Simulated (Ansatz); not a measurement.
The input, for Ansatz 0.2.0:

```yaml
crystal:
  periodic: [false, false, false]
  atoms:
    - {symbol: B, position_ang: [0.000000, 0.000000, 1.010739]}
    - {symbol: B, position_ang: [0.000000, 0.000000, -1.360543]}
    - {symbol: H, position_ang: [0.000000, 1.567611, 1.875969]}
    - {symbol: H, position_ang: [0.000000, -1.567611, 1.875969]}
basis:
  gaussian: {orbitals: STO-3G}
magnetization: {spin_polarized: false, initial_magnetization: 2}
hamiltonian: {xc: {name: B3LYP}}
correlation: {method: bccd, electrons: outside_noble_gas}
accuracy: high
scf: {omitted_lower_state_checks: [cluster_reference]}
```

```sh
$ ansatz run in.yaml --threads 1 --pin off --events-out ev --progress --plain --max-ram 2393MiB
```

Log:

```
these checks for a lower state are left out or cut short: cluster_reference
186 factors; integrals over basis functions are off by at most 6.7e-9 eV
mean field evaluation 1: about -1352.7971 eV, gradient 9.1e0 eV
mean field evaluation 2: about -1352.7334 eV, gradient 9.0e0 eV
mean field evaluation 4: about -1353.0819 eV, gradient 1.0e1 eV
mean field evaluation 8: about -1353.8639 eV, gradient 2.5e-1 eV
mean field evaluation 16: about -1353.8623 eV, gradient 4.7e-5 eV
mean field evaluation 32: about -1353.8268 eV, gradient 1.5e0 eV
mean field -1353.86229256 eV, -49.7535215706 hartree, gradient 4.0e-8 eV, S^2 2.000000; 5 other end points of the search recorded, 0 dependent functions left out
2 core orbitals not correlated: weight in the atoms' cores, before any rotation towards them, 1.000 or more for the frozen orbitals, at most 0.000 for the correlated occupied ones
reference -1341.89552269 eV, -49.3137508895 hartree; 5, 3 occupied and 5, 7 virtual orbitals, 186 factors
second order -3.13322211 eV of doubles, -0.33892137 eV of singles
cycle   1  -4.02639979 eV  change   -9.0e-1 eV  update   1.4e-1
cycle   2  -4.58524869 eV  change   -5.6e-1 eV  update   6.2e-2
cycle   3  -4.90258278 eV  change   -3.2e-1 eV  update   2.9e-2
cycle   4  -4.92187291 eV  change   -1.9e-2 eV  update   1.1e-2
...
cycle  27  -4.93659916 eV  change    3.9e-7 eV  update   7.4e-8
cycle  28  -4.93659907 eV  change    8.6e-8 eV  update   4.9e-8
cycle  29  -4.93659905 eV  change    2.6e-8 eV  update   3.5e-8
cycle  30  -4.93659905 eV  change   -8.4e-9 eV  update   2.3e-8
cycle  31  -4.93659905 eV  change   2.0e-10 eV  update   1.4e-8
cycle  32  -4.93659904 eV  change    1.3e-8 eV  update   7.3e-9
cycle  33  -4.93659904 eV  change    4.7e-9 eV  update   4.5e-9
cycle  34  -4.93659904 eV  change  -2.6e-10 eV  update   2.2e-9
cycle  35  -4.93659904 eV  change  -7.4e-10 eV  update  9.0e-10
cycle  36  -4.93659904 eV  change  -4.7e-10 eV  update  3.5e-10
WARN: the results are in doubt because among natural orbitals full CI differs from the method by -0.256 eV
Total energy: -1346.83212173 eV, -49.4951675580 hartree
In doubt: among natural orbitals full CI differs from the method by -0.256 eV
Checks for a lower state left out: cluster_reference
```

Ran on 1 thread of Arm Neoverse V1, shared host: 2.2 s wall, 0.16 GiB peak host memory.
